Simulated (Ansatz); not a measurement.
C2H2S2, SMILES SC1=CS1, a rigid torsion scan

Run with Ansatz's Python interface.

The script, `c2h2s2_torsion.py`:
```python
"""Energy of C2H2S2 as one group turns about a bond."""

import logging
import sys

import ansatz
from ase import Atoms

logging.basicConfig(stream=sys.stdout, format="%(levelname)s %(message)s")
log = logging.getLogger("c2h2s2")
log.setLevel(logging.INFO)

atoms = Atoms(["S", "C", "C", "S", "H", "H"], positions=[
    (-0.6112, 1.4744, -0.4399),
    (-0.056, 0.0517, -0.045),
    (0.6974, -0.5869, 0.7529),
    (0.0353, -1.5708, -0.4073),
    (-1.4249, 1.1242, -1.4985),
    (1.4014, -0.5566, 1.5916),
])

# start the scan from a relaxed geometry
first = (
    ansatz.Crystal.molecule_from_ase(atoms).calculation()
    .basis(gaussian="def2-SVP")
    .functional("pbe0")
    .relax(force_tolerance=0.02, max_steps=80)
)
atoms.positions = first.run(threads=1, pin="off").report["positions_ang"]

start = atoms.get_dihedral(2, 1, 0, 4)
energies = {}
for turn in range(0, 360, 30):
    turned = atoms.copy()
    turned.set_dihedral(2, 1, 0, 4, start + turn, indices=[0, 4])
    setup = (
        ansatz.Crystal.molecule_from_ase(turned).calculation()
        .basis(gaussian="def2-SVP")
        .correlation("mp2")
    )
    energies[round((start + turn) % 360)] = setup.run(threads=1, pin="off").report["free_energy_ev"]
floor = min(energies.values())
log.info("dihedral C2-C1-S0-H4 (deg)   E - E(min) (kcal/mol)")
for angle, e in sorted(energies.items()):
    log.info(f"{angle:8d} {23.060548 * (e - floor):14.3f}  " + "#" * int(30 * (e - floor) / max(max(energies.values()) - floor, 1e-9)))
```

```console
$ python c2h2s2_torsion.py
INFO dihedral C2-C1-S0-H4 (deg)   E - E(min) (kcal/mol)
INFO       16          1.663  #############
INFO       46          3.174  ########################
INFO       76          3.808  #############################
INFO      106          2.517  ###################
INFO      136          1.024  ########
INFO      166          0.416  ###
INFO      196          0.000
INFO      226          0.904  #######
INFO      256          3.036  #######################
INFO      286          3.827  ##############################
INFO      316          2.585  ####################
INFO      346          1.325  ##########
```

The scan is rigid and the energies are electronic, in a modest basis. With rigid groups the curve can differ much from the relaxed path, the start wasn't checked as a minimum of this torsion, and equivalent turns needn't return to the same energy. The start is relaxed with a density functional and scanned with the wavefunction method, so it isn't exactly that method's minimum. Wall time of the script: 45 s on 1 thread of Arm Neoverse V1 (shared host), peak memory 0.21 GiB.

(Lines on the test bed's own set-up are left out of the output.)
